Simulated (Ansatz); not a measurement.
# C3: the cost of one run

Program: Ansatz 0.2.0. Level of theory: Hartree-Fock, Gaussian basis cc-pVTZ, and further levels as typed in the inputs. These are calculated values, not measurements.

### Step 1. Starting point

Bond lengths: C1–C2 1.300 Å, C2–C3 1.300 Å. Angles: C1–C2–C3 180.0°.

Coordinates:

```xyz
3

C     0.0000    0.0000   -1.3000
C     0.0000    0.0000    0.0000
C     0.0000    0.0000    1.3000
```

### Step 2. Relaxing the atoms: C3

input.yaml reads:

```yaml
relax:
  f_tol: 0.001
  max_steps: 200
crystal:
  periodic: [false, false, false]
  atoms:
    - { symbol: C, position_ang: [0.0, 0.0, -1.3] }
    - { symbol: C, position_ang: [0.0, 0.0, 0.0] }
    - { symbol: C, position_ang: [0.0, 0.0, 1.3] }
basis:
  gaussian: { orbitals: cc-pVTZ }
hamiltonian:
  xc: hf
output:
  orbitals: {}
```

The run is started by

```sh
> ansatz run input.yaml --threads 4 --pin off --max-ram 6144MiB --backend cpu --events-out ev --progress --plain --runs-dir out
```

Q: Estimate wall time and peak memory on 4 threads of Intel Xeon Platinum 8175M at 2.50GHz (Skylake/Cascade Lake), shared host.

About 1.7 s, with a peak of 0.14 GiB.
